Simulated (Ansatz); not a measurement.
Stepwise reaction of boron trichloride with hydrogen, as a gas-phase model of exchange steps in deposition or etching. ΔE in kJ/mol; ΔG adds harmonic PBE0-D4 terms to CCSD(T)/CBS, at 1 bar.

Isolated molecules relaxed with PBE0-D4/def2-TZVP in Ansatz; ΔE leaves out vibrations. CCSD(T)/CBS adds triple-zeta CCSD(T) − MP2 to the extrapolated MP2 energy (def2 sets, frozen cores). This one scheme is used for every species. DFT in def2-TZVPP. B3LYP here is the variant with VWN-RPA as its local correlation; programs differ in this.

```
step                          reaction  PBE-D4  B3LYP-D4  ωB97M-V  CCSD(T)/CBS  ΔG(600 K)
   1  `ClB(Cl)Cl` + H₂ → `ClBCl` + HCl    61.1      53.9     54.7         52.0       40.7
   2        `ClBCl` + H₂ → `BCl` + HCl    80.0      71.7     72.2         70.2       64.3
   3            `BCl` + H₂ → BH₃ + HCl    92.3      83.1     83.3         82.1       81.0
```

Q: By hand: ΔE of the 3 steps together at CCSD(T)/CBS.

A: (52.0) + (70.2) + (82.1) = 204.3 kJ/mol, or 68.1 kJ/mol a step.

In ΔE each step is higher than the one before. All are uphill at CCSD(T)/CBS. ΔG lies between 40.7 and 81.0 kJ/mol a step. PBE-D4 differs from CCSD(T)/CBS by 9.1 to 10.2 kJ/mol a step. Isolated molecules leave out the surface, adducts and barriers. Largest T1 diagnostic: 0.012.
